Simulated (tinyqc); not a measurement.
Inside a calculation. Method: UHF in the sto-6g basis, for LiH, spin multiplicity 1. One step of it, computed by the program tinyqc.

Problem. Iteration 3: DIIS coefficients. Solve [B -1; -1 0][c; lambda] = [0; -1] for the coefficients, which sum to one.

B (overlaps of the stored error matrices):
```
               1              2              3
1  2.3939850e-02  1.7476847e-02  1.1815084e-02
2  1.7476847e-02  1.3674679e-02  9.6886412e-03
3  1.1815084e-02  9.6886412e-03  7.3335870e-03
```

Give: DIIS coefficients.

Solution.

DIIS coefficients: 0.3122  -2.0769  2.7647
